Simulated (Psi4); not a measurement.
# PH2 (SMILES [PH2]): levels of theory compared

We compute a comparison of 6 runs (UHF/def2-SVPD, UPBE0/STO-3G, UB3LYP/6-31G*, USCS-MP2/DZP, FCI/DZVP) of PH2. 

The calculation is run with Psi4 1.11.

8 further runs of the same task are left out: 3 that didn't finish, 5 set aside as unsound or not needed.

## Step 1: The structure to begin with

The species is PH2 (3 atoms), meant as a doublet with charge 0. SMILES: `[PH2]`. Geometry: relaxed at GFN2-xTB.

Bond lengths: P1–H2 1.392 Å, P1–H3 1.392 Å. Angles: H2–P1–H3 91.4°.

## Step 2: Energy and gradient at UHF/def2-SVPD (run 1)

calc.py

```python
import psi4

psi4.set_memory(1600000000)
psi4.set_num_threads(1)
psi4.core.set_output_file('h2p.out', False)

geom = psi4.geometry("""
0 2
P      0.97220740    -0.57211458     0.47749600
H      0.21072336     1.94142903     0.32582658
H     -1.18293076    -1.36933334    -0.80332258
units bohr
symmetry c1
""")

psi4.set_options({
    'reference': 'uhf',
    'puream': True,
    'e_convergence': 1e-09,
    'd_convergence': 1e-08,
    'scf_type': 'pk',
    'maxiter': 200,
})

e, wfn = psi4.gradient('scf/def2-SVPD', molecule=geom, return_wfn=True)
psi4.oeprop(wfn, 'MULLIKEN_CHARGES', 'DIPOLE', 'MAYER_INDICES')
print('gradient / Eh bohr^-1')
print(e.np.round(6))
print(f'energy = {wfn.energy():.10f} Eh')
for k, v in sorted(psi4.core.scalar_variables().items()):
    print(f'{k:45s} {v:18.10f}')
```

On the command line:

```bash
$ python calc.py
```

h2p.out:

```text
[...]
  Running in c1 symmetry.
[...]
  Nuclear repulsion =   11.669271140864288
[...]
  Multiplicity = 2
[...]
  Nalpha       = 9
  Nbeta        = 8
[...]
    Number of basis functions: 40
[...]
   @UHF iter   1:  -341.74618362463224   -4.40230e-01   3.13794e-03 DIIS/ADIIS
[...]
   @UHF iter  12:  -341.76574080970931   -2.44427e-12   3.92467e-09 DIIS
[...]
   @S^2 Observed:                7.672069995E-01
[...]
    Orbital Energies [Eh]
    ---------------------
    Alpha Occupied:
       1A    -79.927687     2A     -7.496596     3A     -5.405892
       4A     -5.392489     5A     -5.390769     6A     -0.859367
       7A     -0.527017     8A     -0.429071     9A     -0.374518
    Alpha Virtual:
      10A      0.114985    11A      0.151139    12A      0.195034
      13A      0.234870    14A      0.236023    15A      0.238613
      16A      0.258364    17A      0.272497    18A      0.332080
      19A      0.403071    20A      0.405048    21A      0.416193
      22A      0.422411    23A      0.443890    24A      0.714342
      25A      0.802489    26A      0.804516    27A      0.892513
[...]
  @UHF Final Energy:  -341.76574080970931
   => Energetics <=
    Nuclear Repulsion Energy =             11.6692711408642875
    One-Electron Energy =                -495.7930680897011371
    Two-Electron Energy =                 142.3580561391275410
    Total Energy =                       -341.7657408097093139
  UHF NO Occupations:
  HONO-2 :    7  A 1.9994578
  HONO-1 :    8  A 1.9922273
[...]
  -Total Gradient:
     Atom            X                  Y                   Z
    ------   -----------------  -----------------  -----------------
       1       -0.010372165590     0.005505918290    -0.000000000209
       2        0.000081682748    -0.012359178218     0.000000000105
       3        0.010290482842     0.006853259928     0.000000000105
[...]
 Multipole Moments:
 ------------------------------------------------------------------------------------
     Multipole            Electronic (a.u.)      Nuclear  (a.u.)        Total (a.u.)
 ------------------------------------------------------------------------------------
 L = 1.  Multiply by 2.5417464519 to convert [e a0] to [Debye]
 Dipole X            :          1.3187296           -1.5599025           -0.2411729
 Dipole Y            :         -0.7004975            0.8286003            0.1281028
 Dipole Z            :         -0.0000000            0.0000000           -0.0000000
 Magnitude           :                                                    0.2730837
[...]
  Mulliken Charges: (a.u.)
   Center  Symbol    Alpha    Beta     Spin     Total
       1     P     8.16130  6.95581  1.20549 -0.11711
       2     H     0.41935  0.52210 -0.10275  0.05855
       3     H     0.41935  0.52210 -0.10275  0.05855
   Total alpha =  9.00000, Total beta =  8.00000, Total charge =  0.00000
  Mayer Bond Indices:
  Total Bond Index:
  Irrep: 1 Size: 3 x 3
[...]
```

Standard output:

```text
gradient / Eh bohr^-1
[[-1.0372e-02  5.5060e-03 -0.0000e+00]
 [ 8.2000e-05 -1.2359e-02  0.0000e+00]
 [ 1.0290e-02  6.8530e-03  0.0000e+00]]
energy = -341.7657408097 Eh
CURRENT ENERGY                                   -341.7657408097
CURRENT REFERENCE ENERGY                         -341.7657408097
DD SOLVATION ENERGY                                 0.0000000000
HF KINETIC ENERGY                                 341.6504471524
HF POTENTIAL ENERGY                              -683.4161879621
HF TOTAL ENERGY                                  -341.7657408097
HF VIRIAL RATIO                                     2.0003374609
NUCLEAR REPULSION ENERGY                           11.6692711409
ONE-ELECTRON ENERGY                              -495.7930680897
PCM POLARIZATION ENERGY                             0.0000000000
PE ENERGY                                           0.0000000000
SCF ITERATION ENERGY                             -341.7657408097
SCF ITERATIONS                                     12.0000000000
SCF TOTAL ENERGY                                 -341.7657408097
TWO-ELECTRON ENERGY                               142.3580561391
```

Run time: 1.4 s. Hardware: 1 thread of AMD EPYC 9R45 (Zen 5), shared host; peak memory 0.2 GiB.

## Step 3: Energy and forces at UPBE0/STO-3G (run 2)

h2p.xyz

```xyz
3
H2P
P      0.514470    -0.302750     0.252680
H      0.111510     1.027360     0.172420
H     -0.625980    -0.724620    -0.425100
```

h2p_ase.py

```python
import numpy as np
from ase.calculators.psi4 import Psi4
from ase.io import read

mol = read('h2p.xyz')
calc = Psi4(atoms=mol, method='pbe0', basis='STO-3G', memory='1600MB', num_threads=1, charge=0, multiplicity=2, label='calc', reference='uks')
calc.psi4.set_options({'puream': True, 'e_convergence': 1e-09, 'd_convergence': 1e-08, 'scf_type': 'pk', 'dft_radial_points': 99, 'dft_spherical_points': 590, 'maxiter': 200})
mol.calc = calc

forces = mol.get_forces()
print(f'energy: {mol.get_potential_energy():.6f} eV')
print('forces / eV A^-1')
print(np.round(forces, 5))
```

On the command line:

```bash
$ python h2p_ase.py
```

calc.dat:

```text
[...]
  Running in c1 symmetry.
[...]
  Nuclear repulsion =   11.669271134122122
[...]
  Multiplicity = 2
[...]
  Nalpha       = 9
  Nbeta        = 8
[...]
    Number of basis functions: 11
[...]
   @UKS iter   1:  -338.48862330094107   -6.17741e-01   4.02232e-03 ADIIS/DIIS
[...]
   @UKS iter   8:  -338.49060495584763   -5.68434e-13   2.58572e-09 DIIS
[...]
   @S^2 Observed:                7.520692437E-01
[...]
    Orbital Energies [Eh]
    ---------------------
    Alpha Occupied:
       1A    -76.187475     2A     -6.301789     3A     -4.400976
       4A     -4.395759     5A     -4.389379     6A     -0.589295
       7A     -0.321230     8A     -0.207598     9A     -0.138640
    Alpha Virtual:
      10A      0.300757    11A      0.383658
    Beta Occupied:
       1A    -76.181423     2A     -6.292930     3A     -4.390790
       4A     -4.384881     5A     -4.374582     6A     -0.549648
[...]
  @UKS Final Energy:  -338.49060495584763
   => Energetics <=
    Nuclear Repulsion Energy =             11.6692711341221216
    One-Electron Energy =                -493.9036372753664637
    Two-Electron Energy =                 161.8408302940122496
    DFT Exchange-Correlation Energy =     -18.0970691086156101
    Empirical Dispersion Energy =           0.0000000000000000
    VV10 Nonlocal Energy =                  0.0000000000000000
    Total Energy =                       -338.4906049558476866
[...]
 Multipole Moments:
 ------------------------------------------------------------------------------------
     Multipole            Electronic (a.u.)      Nuclear  (a.u.)        Total (a.u.)
 ------------------------------------------------------------------------------------
 L = 1.  Multiply by 2.5417464519 to convert [e a0] to [Debye]
 Dipole X            :          1.2250346           -1.4018767           -0.1768421
 Dipole Y            :         -0.7208919            0.8249529            0.1040609
 Dipole Z            :          0.6016707           -0.6885265           -0.0868558
 Magnitude           :                                                    0.2228133
[...]
  -Total Gradient:
     Atom            X                  Y                   Z
    ------   -----------------  -----------------  -----------------
       1       -0.015570398232     0.009158316953    -0.007647804103
       2        0.005006353750    -0.011175530874     0.001573003807
       3        0.010563667472     0.002017436336     0.006074615189
[...]
```

The script printed:

```text
energy: -9210.798517 eV
forces / eV A^-1
[[ 0.80066 -0.47094  0.39327]
 [-0.25744  0.57467 -0.08089]
 [-0.54321 -0.10374 -0.31237]]
```

It took 3.3 s on 1 thread of AMD EPYC 9R45 (Zen 5), shared host; peak memory 0.26 GiB.

Runs 3 to 5 aren't shown in full; the table further down has their settings and results.

## Step 4: The energy at FCI/DZVP (run 6)

run.py

```python
import psi4

psi4.set_memory(1600000000)
psi4.set_num_threads(1)
psi4.core.set_output_file('run.log', False)

geom = psi4.geometry("""
0 2
P
H 1 1.392125
H 1 1.392116 2 91.39496
no_reorient
no_com
""")

psi4.set_options(dict(basis='DZVP', reference='rohf', scf_type='pk', freeze_core=True))

e = psi4.energy('fci')
print(f'total energy {e:.8f} hartree = {e * 27.211386:.5f} eV')
```

On the command line:

```bash
$ python run.py
```

run.log:

```text
[...]
  Running in cs symmetry.
[...]
  Nuclear repulsion =   11.669268572262514
[...]
  Multiplicity = 2
[...]
  Nalpha       = 9
  Nbeta        = 8
[...]
    Number of basis functions: 22
[...]
   @ROHF iter   1:  -341.78773443289822   -4.40732e-01   4.69809e-03 DIIS
[...]
   @ROHF iter   9:  -341.80362890453625   -5.68434e-14   2.82059e-09 DIIS
[...]
    Orbital Energies [Eh]
    ---------------------
    Doubly Occupied:
       1Ap   -79.967483     2Ap    -7.496706     3Ap    -5.399897
       1App   -5.399349     4Ap    -5.398779     5Ap    -0.831016
       6Ap    -0.530322     7Ap    -0.420049
    Singly Occupied:
       2App   -0.159777
[...]
  @ROHF Final Energy:  -341.80362890453625
[...]
 Multipole Moments:
 ------------------------------------------------------------------------------------
     Multipole            Electronic (a.u.)      Nuclear  (a.u.)        Total (a.u.)
 ------------------------------------------------------------------------------------
 L = 1.  Multiply by 2.5417464519 to convert [e a0] to [Debye]
 Dipole X            :          1.0262396           -1.2640819           -0.2378423
 Dipole Y            :          1.0015688           -1.2336826           -0.2321138
 Dipole Z            :          0.0000000            0.0000000            0.0000000
 Magnitude           :                                                    0.3323339
[...]
Warning: iopen=0,opentype!=closed. Making iopen=1
[...]
   ==> Energetics <==
    SCF energy =         -341.803628904536254
    Total CI energy =    -341.917616414684403
[...]
```

The script printed:

```text
total energy -341.91761641 hartree = -9304.05224 eV
```

Wall time 8.7 s (1 thread of AMD EPYC 9R45 (Zen 5), shared host); peak memory 0.19 GiB.

## Step 5: Overview of the runs

| run | level | properties | integration grid | energy (Eh) | dipole moment (D) | HOMO energy (eV) | LUMO energy (eV) | wall time |
| --- | --- | --- | --- | --- | --- | --- | --- | --- |
| 1 | UHF/def2-SVPD | (mulliken, dipole, mayer) | – | -341.765741 | 0.69 | -10.19 | 1.22 | 1.4 s |
| 2 | UPBE0/STO-3G | – | 99 radial × 590 angular | -338.490605 | 0.57 | -3.77 | 1.41 | 3.3 s |
| 3 | UB3LYP/6-31G* (spherical functions) | – | 99 radial × 590 angular | -342.500521 | 0.95 | -6.77 | -3.35 | 3.3 s |
| 4 | UB3LYP/6-31G* (Cartesian functions) | (mulliken, mayer, wiberg) | 99 radial × 590 angular | -342.503039 | 0.95 | -6.77 | -3.35 | 4.2 s |
| 5 | USCS-MP2/DZP (sfX2C, fitted SCF, Cartesian functions) | – | – | -342.719293 | – | -10.12 | 1.34 | 1.4 s |
| 6 | FCI/DZVP | – | – | -341.917616 | – | – | – | 8.7 s |

## Step 6: Outcome

```
                                          quantity          value
                               run 6: total energy  -341.91762 Eh
run 6: correlation energy (5 core orbitals frozen)     -114.0 mEh
```

Over runs 1, 2, 3, 4 the dipole moment (its size) runs from 0.57 D (UPBE0/STO-3G) to 0.95 D (UB3LYP/6-31G*). The two ends differ in method and basis. Totals of different functionals can't be ranked against each other. Some runs of one species differ in core potentials or relativity; totals across that change don't compare. In run 2 the basis is minimal, so the values are rough. All runs together took 22 s, the longest 8.7 s.
